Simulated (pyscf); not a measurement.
## Hydrogen abstraction: H₃C–S–CH₃ + H• → •H₂C–S–CH₃ + H₂

Gas phase, doublet surface, charge 0. Bonds broken: C3–H7. Bonds formed: H7–H10. Single points on ωB97X-D3(BJ)/def2-SVP structures (PySCF, gas phase).

Transition state (Å):

```xyz
10

C     -1.4421     1.0854     0.0780
S     -1.4589    -0.5668     0.8050
C     -0.2587    -1.3517    -0.2206
H     -1.7427     1.0561    -0.9806
H     -2.1647     1.6971     0.6365
H     -0.4440     1.5402     0.1677
H      0.9406    -0.8493     0.0095
H     -0.1580    -2.4140     0.0384
H     -0.4002    -1.1961    -1.3006
H      1.8357    -0.4744     0.1643
```

One imaginary mode, 1509i cm⁻¹; descent along it reached the two sides named.

```json
[
 {"bond": "C3–H7", "change": "breaks", "reactant side (Å)": "1.101", "saddle": "1.321", "product side": "3.5"},
 {"bond": "H7–H10", "change": "forms", "reactant side (Å)": "3.4", "saddle": "0.983", "product side": "0.762"}
]
```

Electronic energies relative to the separated reactants (kcal/mol):

```tsv
level	barrier	reaction energy	reverse barrier
ωB97X-D3(BJ)/def2-TZVP	8.6	-7.6	16.2
PBE/def2-TZVP	1.7	-9.0	10.7
r²SCAN/def2-TZVP	1.1	-12.0	13.1
B3LYP-D3(BJ)/def2-TZVP	2.4	-11.6	14.0
PBE0-D3(BJ)/def2-TZVP	5.1	-7.2	12.3
M06-2X/def2-TZVP	9.8	-7.1	16.9
ωB97M-D3(BJ)/def2-TZVP	8.4	-7.7	16.1
HF/def2-TZVP	20.8	-4.6	25.4
```

With ωB97M-D3(BJ)/def2-TZVP energies and thermal terms (ideal gas, 1 atm, RRHO with modes under 100 cm⁻¹ raised to 100, one conformer, R ln 2 for chiral ones without a mode under 150 cm⁻¹), in kcal/mol:

```csv
T (K),ΔH‡,ΔG‡,ΔH,ΔG
298,5.8,12.3,-9.7,-12.0
600,5.5,19.1,-9.1,-14.6
900,5.5,25.9,-9.1,-17.3
1200,5.4,32.7,-9.4,-20.0
```

This saddle turned up in a search for another step; its sides and bond changes are read from the two ends of the descent. •H₂C–S–CH₃ lies 10.3 kcal/mol over its isomer H₃C–CH₂–S• (electronic energy, ωB97M-D3(BJ)/def2-TZVP). This is the saddle that the search found; another between the same sides may lie lower. The angle at the transferred H is 179°.
